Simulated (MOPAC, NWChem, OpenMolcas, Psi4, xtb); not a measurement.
# SiH4O (silanol): the highest harmonic wavenumber at each level's own minimum, rung by rung

SiH4O, singlet, SMILES `O[SiH3]`. Each level relaxes the structure for itself.

Quantity: the highest harmonic wavenumber at each level's own minimum, in cm⁻¹. The values are calculated.

```
                               level            kind     program  value (cm⁻¹)
                                 AM1  semi-empirical       MOPAC          3593
                            GFN2-xTB  semi-empirical         xtb          3680
                            GFN0-xTB  semi-empirical         xtb          3457
                            GFN1-xTB  semi-empirical         xtb          3818
                            HF/3-21G    Hartree–Fock  OpenMolcas          3982
     HF/6-31G* (Cartesian functions)    Hartree–Fock  OpenMolcas          4145
                          HF/cc-pVTZ    Hartree–Fock  OpenMolcas          4209
                 PBE-D3(BJ)/def2-SVP             GGA      NWChem          3769
r2SCAN-D4/def2-SVP (density fitting)        meta-GGA        Psi4          3895
  B3LYP/6-31G* (spherical functions)   global hybrid      NWChem          3807
```

Harmonic and unscaled. The values span 3457 to 4209 cm⁻¹.
